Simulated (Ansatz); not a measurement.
`C[C](C)C` radical: the same geometry under several functionals.

```yaml
crystal:
  periodic: [false, false, false]
  atoms:
    - {symbol: C, position_ang: [-0.985116, 1.085217, -0.139254]}
    - {symbol: C, position_ang: [-0.082532, -0.051717, 0.173724]}
    - {symbol: C, position_ang: [1.268164, 0.239172, 0.718005]}
    - {symbol: C, position_ang: [-0.312790, -1.352483, -0.504675]}
    - {symbol: H, position_ang: [-2.026799, 0.763607, -0.226539]}
    - {symbol: H, position_ang: [-0.929491, 1.868372, 0.622146]}
    - {symbol: H, position_ang: [-0.723346, 1.562684, -1.099242]}
    - {symbol: H, position_ang: [1.710458, -0.639515, 1.195975]}
    - {symbol: H, position_ang: [1.969887, 0.550826, -0.074795]}
    - {symbol: H, position_ang: [1.244187, 1.052704, 1.448579]}
    - {symbol: H, position_ang: [0.080706, -1.350972, -1.535829]}
    - {symbol: H, position_ang: [-1.378307, -1.587577, -0.579480]}
    - {symbol: H, position_ang: [0.185280, -2.175120, 0.016283]}
basis:
  gaussian: {orbitals: def2-TZVPP}
magnetization: {spin_polarized: true, initial_magnetization: 1}
hamiltonian: {xc: {name: B2PLYP}}
```

```sh
$ ansatz run in.yaml --threads 2 --pin off --events-out ev --progress --plain --max-ram 31744MiB --backend cpu
```

Shortened log:

```
Functional definition: B2PLYP
1440 factors; integrals over basis functions are off by at most 9.5e-4 eV
mean field evaluation 1: about -4277.9405 eV, gradient 3.8e1 eV
mean field evaluation 2: about -4278.0395 eV, gradient 3.8e1 eV
mean field evaluation 4: about -4284.9563 eV, gradient 2.8e0 eV
mean field evaluation 8: about -4285.0095 eV, gradient 8.2e-2 eV
mean field evaluation 16: about -4285.0096 eV, gradient 5.9e-5 eV
mean field -4285.00961206 eV, -157.4711987594 hartree, gradient 7.3e-6 eV, S^2 0.757376; 0 other end points of the search recorded, 0 dependent functions left out
4 core orbitals not correlated: weight in the atoms' cores, before any rotation towards them, 1.000 or more for the frozen orbitals, at most 0.000 for the correlated occupied ones
reference -4285.00979906 eV, -157.4712056314 hartree; 13, 12 occupied and 233, 234 virtual orbitals, 1440 factors
second order -22.32022114 eV of doubles, -0.00000000 eV of singles
Total energy: -4291.03625876 eV, -157.6926739407 hartree
```

Run time 8.5 s (2 threads of a server CPU on a shared host); peak host memory 0.76 GiB.

Changing it to `hamiltonian: {xc: hse06, dispersion: d4}` (abridged; 6.5 s):

```
Functional definition: HSE06
mean field evaluation 16: about -4289.6914 eV, gradient 6.3e-4 eV
mean field -4289.69141399 eV, -157.6432518069 hartree, gradient 8.2e-5 eV, S^2 0.755146
Total energy: -4289.85099465 eV, -157.6491162881 hartree
```

The same input with `hamiltonian: {xc: {name: wB97M-V}}` and forces (abridged; 17 s):

```
Functional definition: wB97M-V
mean field evaluation 16: about -4292.5464 eV, gradient 3.3e-4 eV
mean field -4292.54643481 eV, -157.7481718867 hartree, gradient 4.1e-5 eV, S^2 0.753619
Total energy: -4292.54648374 eV, -157.7481736849 hartree
Atom 0 force    -0.118655     0.134800    -0.022086 eV/Å
Atom 1 force    -0.001197    -0.000692     0.002506 eV/Å
Atom 2 force     0.157946     0.031019     0.083273 eV/Å
Atom 3 force    -0.036404    -0.164820    -0.067194 eV/Å
Atom 4 force     0.071250     0.021532     0.004145 eV/Å
Atom 5 force    -0.002346    -0.052610    -0.052779 eV/Å
Atom 6 force    -0.009810    -0.036222     0.059816 eV/Å
Atom 7 force    -0.029694     0.059207    -0.034423 eV/Å
Atom 8 force    -0.051213    -0.020643     0.044163 eV/Å
Atom 9 force     0.001836    -0.054171    -0.051312 eV/Å
Atom 10 force    -0.022450     0.008450     0.067162 eV/Å
Atom 11 force     0.073220     0.017130     0.003400 eV/Å
Atom 12 force    -0.032485     0.057021    -0.036669 eV/Å
Dipole moment:     0.020312     0.011867    -0.041700 e Å
```

With the line `hamiltonian: {xc: r2scan, dispersion: d4}` and forces (abridged; 7.5 s):

```
Functional definition: r2SCAN
mean field evaluation 16: about -4292.6767 eV, gradient 1.4e-4 eV
mean field -4292.67672205 eV, -157.7529598546 hartree, gradient 8.3e-5 eV, S^2 0.757324
Total energy: -4292.73039919 eV, -157.7549324530 hartree
Atom 0 force    -0.071190     0.071862    -0.001529 eV/Å
Atom 1 force    -0.021296    -0.012386     0.043719 eV/Å
Atom 2 force     0.082440     0.014367     0.057143 eV/Å
Atom 3 force    -0.025769    -0.094753    -0.026703 eV/Å
Atom 4 force     0.012879     0.010312    -0.007035 eV/Å
Atom 5 force    -0.000748    -0.003454    -0.017577 eV/Å
Atom 6 force    -0.005103     0.005458    -0.000526 eV/Å
Atom 7 force     0.003063     0.013960    -0.010826 eV/Å
Atom 8 force     0.006299     0.001204     0.003869 eV/Å
Atom 9 force     0.008915    -0.007055    -0.013871 eV/Å
Atom 10 force    -0.001967    -0.006973    -0.001772 eV/Å
Atom 11 force     0.016376    -0.000110    -0.008587 eV/Å
Atom 12 force    -0.003898     0.007567    -0.016305 eV/Å
Dipole moment:     0.017507     0.010229    -0.035938 e Å
```

The same input with `hamiltonian: {xc: lda}` (abridged; 2.1 s):

```
Functional definition: SPW92
mean field evaluation 16: about -4253.8907 eV, gradient 8.9e-5 eV
mean field -4253.89068129 eV, -156.3275991466 hartree, gradient 8.9e-5 eV, S^2 0.752074
Total energy: -4253.89072394 eV, -156.3276007141 hartree
```

With the line `hamiltonian: {xc: {name: B3LYP}, dispersion: d4}` and forces (abridged; 7.5 s):

```
Functional definition: B3LYP
mean field evaluation 16: about -4295.6999 eV, gradient 5.3e-4 eV
mean field -4295.69987672 eV, -157.8640587395 hartree, gradient 6.7e-5 eV, S^2 0.754163
Total energy: -4296.03039836 eV, -157.8762051856 hartree
Atom 0 force    -0.120375     0.119313     0.000296 eV/Å
Atom 1 force    -0.010469    -0.006246     0.021721 eV/Å
Atom 2 force     0.136392     0.023139     0.098038 eV/Å
Atom 3 force    -0.044112    -0.158762    -0.041717 eV/Å
Atom 4 force     0.040666     0.027174    -0.002372 eV/Å
Atom 5 force    -0.009998    -0.023883    -0.041560 eV/Å
Atom 6 force    -0.013346    -0.000962     0.018489 eV/Å
Atom 7 force    -0.005323     0.044385    -0.019915 eV/Å
Atom 8 force    -0.004165    -0.004485     0.022017 eV/Å
Atom 9 force     0.016308    -0.033709    -0.031574 eV/Å
Atom 10 force    -0.010774    -0.011002     0.017653 eV/Å
Atom 11 force     0.049137    -0.001221    -0.006672 eV/Å
Atom 12 force    -0.023940     0.026259    -0.034405 eV/Å
Dipole moment:     0.017779     0.010372    -0.036477 e Å
```

HSE06 is the plane-wave form, built on full-range PBE exchange.

B3LYP takes the VWN-RPA correlation (the form of Gaussian; ORCA's B3LYP/G).
